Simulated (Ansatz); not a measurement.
Geometry optimisation, Ansatz, RKS B3LYP-D4/def2-SVP.

Input:

```yaml
crystal:
  periodic: [false, false, false]
  atoms:
    - { symbol: Si, position_ang: [-1.85872, 0.6392, -0.7631] }
    - { symbol: C, position_ang: [-0.10994, 0.22115, -0.65231] }
    - { symbol: Si, position_ang: [0.63872, -0.39135, 0.88098] }
    - { symbol: H, position_ang: [-2.00531, 1.07769, -2.26349] }
    - { symbol: H, position_ang: [0.55497, 0.29912, -1.5204] }
    - { symbol: H, position_ang: [0.12612, -1.70429, 1.42262] }
    - { symbol: H, position_ang: [0.4703, 0.54412, 2.04283] }
    - { symbol: H, position_ang: [2.12889, -0.6582, 0.89066] }
total_charge: -1
basis:
  gaussian: { orbitals: def2-SVP }
hamiltonian:
  xc: b3lyp
  dispersion: d4
relax:
  f_tol: 0.015
  max_steps: 40
output:
  orbitals: {}
```

Launched with:

```bash
$ ansatz run input.yaml --threads 1 --pin off --max-ram 2048MiB --backend cpu --events-out ev --progress --plain --runs-dir out
```

Task: Where does it end, and by what steps?

Result: It converged. Limits of this set-up: an anion without diffuse functions, the dipole of an ion depends on the origin. After 12 steps the energy has fallen by 0.135 eV; H5 moved furthest, 0.84 Å.

| step | energy less start (eV) | largest force component (eV/Å) | accepted |
| --- | --- | --- | --- |
| 0 | 0.0000 | 0.444 | yes |
| 1 | -0.0317 | 0.286 | yes |
| 2 | -0.0410 | 0.242 | yes |
| 3 | -0.0495 | 0.360 | yes |
| 4 | -0.0542 | 0.566 | yes |
| 5 | -0.0708 | 0.425 | yes |
| 6 | -0.1010 | 0.430 | yes |
| 7 | -0.1242 | 0.165 | yes |
| 8 | -0.1199 | 0.386 | no |
| 9 | -0.1324 | 0.068 | yes |
| 10 | -0.1344 | 0.018 | yes |
| 11 | -0.1343 | 0.029 | no |
| 12 | -0.1345 | 0.002 | yes |

```xyz
8
Properties=species:S:1:pos:R:3
Si -1.566 1.239 -0.705
C -0.219 0.064 -0.653
Si 0.632 -0.388 0.891
H -1.854 1.194 -2.250
H 0.154 -0.439 -1.561
H 0.596 -1.859 1.280
H 0.075 0.332 2.090
H 2.129 -0.116 0.946
```

Time of the run: 17 s on 1 thread of Intel(R) Xeon(R) 6975P-C (Granite Rapids), with other jobs on the host, peak memory 0.14 GiB.
